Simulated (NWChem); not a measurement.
# Basis-set dependence for ethylamine (C2H7N)

SMILES: C(N)C
```xyz
10

C      1.1899     0.4470     0.0113
C      0.0408    -0.5497    -0.1004
N     -1.2484     0.1290     0.0017
H      2.1650    -0.0508    -0.1121
H      1.0940     1.2331    -0.7539
H      1.1922     0.9402     0.9989
H      0.1907    -1.3575     0.6509
H      0.0857    -1.0440    -1.0869
H     -2.0130    -0.5374    -0.1092
H     -1.3597     0.5299     0.9348
```
Charge 0, spin multiplicity 1.

Program: NWChem. All single points use one geometry, from B3LYP/def2-SVP, a minimum by its harmonic frequencies. It is one conformer; others weren't searched.

Hartree-Fock energies in Ha, correlation energies in mHa.

The correlated methods keep 3 core orbitals frozen. No row is a measurement; the coupled-cluster row has its own basis-set and correlation limits.

```tsv
basis	functions	RHF	MP2	SCS-MP2	CCSD	CCSD+T(CCSD)	CCSD(T)	CR-CCSD[T]	CR-CCSD(T)
STO-3G	22	-132.61268	-150.1	-167.7	-201.4	-202.6	-202.5	-202.4	-202.4
cc-pVDZ	77	-134.26161	-469.3	-470.5	-512.9	-526.6	-526.3	-523.4	-523.2
```

From STO-3G to cc-pVDZ the Hartree-Fock energy moves by -1648.9 mHa and the MP2 correlation energy by -319.2 mHa, which is 68 % of its value in the larger set.
